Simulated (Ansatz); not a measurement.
# Hydrogen sulfide (H2S): one species, many methods

One table from this session's results is given with a row withheld; the runs are named, their logs left out.

Program: Ansatz 0.2.0, Gaussian basis. Level of theory: functionals in def2-TZVPP, the program's frozen cores in correlated methods. These are calculated values, not measurements.

The runs, in order: LDA (SPW92), PBE-D4, revPBE-D4, BLYP-D4, r2SCAN-D4, B97M-V, PBE0-D4, B3LYP-D4, r2SCANh-D4, r2SCAN0-D4, HSE06-D4, BHLYP-D4, CAM-B3LYP-D4, LC-ωPBE, ωB97X-V, ωB97M-V, B2PLYP, PBE-QIDH; CCSD(T)/def2-SVP; CCSD(T)/def2-TZVPP; CCSD(T)/def2-QZVPP; extrapolation to the limit; RPA on PBE.

## The geometry

The geometry comes from an earlier relaxation with PBE0-D4 in a triple-zeta def2 set; it is a stationary point.

SMILES `S`, 3 atoms, charge 0, spin multiplicity 1.

Atoms are counted from 1 here; the program's logs count them from 0.

Bond lengths: S1–H2 1.341 Å, S1–H3 1.341 Å. Angles: H2–S1–H3 92.3°.

Set-up of the first run:

in.yaml reads:

```yaml
crystal:
  periodic: [false, false, false]
  atoms:
    - {symbol: S, position_ang: [0.495498, -0.280650, 0.243885]}
    - {symbol: H, position_ang: [0.097931, 0.997712, 0.162375]}
    - {symbol: H, position_ang: [-0.593428, -0.717071, -0.406260]}
basis:
  gaussian: {orbitals: def2-TZVPP}
hamiltonian: {xc: lda}
output: {orbitals: {seedname: orbitals}}
```

The run is started by

```
$ ansatz run in.yaml --threads 2 --pin off --events-out ev --progress --plain --max-ram 32768MiB --backend cpu
```

Among the steps run: LDA; PBE-D4 (GGA); revPBE-D4 (GGA); BLYP-D4 (GGA); r2SCAN-D4 (meta-GGA); B97M-V (meta-GGA); PBE0-D4 (hybrid); B3LYP-D4 (hybrid); r2SCANh-D4 (hybrid); r2SCAN0-D4 (hybrid); HSE06-D4 (hybrid); BHLYP-D4 (hybrid); CAM-B3LYP-D4 (range-separated); LC-ωPBE (range-separated); ωB97X-V (range-separated); ωB97M-V (range-separated); B2PLYP (double hybrid); PBE-QIDH (double hybrid).

One of the session's tables, all rows but one given; the rest of the session is left out.

It belongs to the step «Frontier levels by functional». 

```
  functional  HOMO (eV)  LUMO (eV)  gap (eV)
 LDA (SPW92)      -6.30      -0.52      5.78
      PBE-D4      -6.20      -0.42      5.77
   revPBE-D4      -6.16      -0.39      5.78
     BLYP-D4      -6.04      -0.36      5.68
   r2SCAN-D4      -6.49      -0.07      6.43
      B97M-V      -6.56      -0.16      6.39
     PBE0-D4      -7.49       0.60      8.09
    B3LYP-D4      -7.23       0.30      7.53
  r2SCANh-D4      -6.97       0.30      7.27
  r2SCAN0-D4      -7.68       0.84      8.51
    HSE06-D4      -7.08       0.21      7.30
    BHLYP-D4      -8.62       1.46     10.09
CAM-B3LYP-D4      -8.87       1.62     10.49
     LC-ωPBE          ?          ?         ?
     ωB97X-V      -9.93       2.78     12.72
     ωB97M-V      -9.74       2.43     12.17
```

**Question.** Estimate the row for LC-ωPBE.

The run gave: HOMO (eV): -10.34; LUMO (eV): 2.96; gap (eV): 13.30. In the column «HOMO (eV)» it is the lowest.
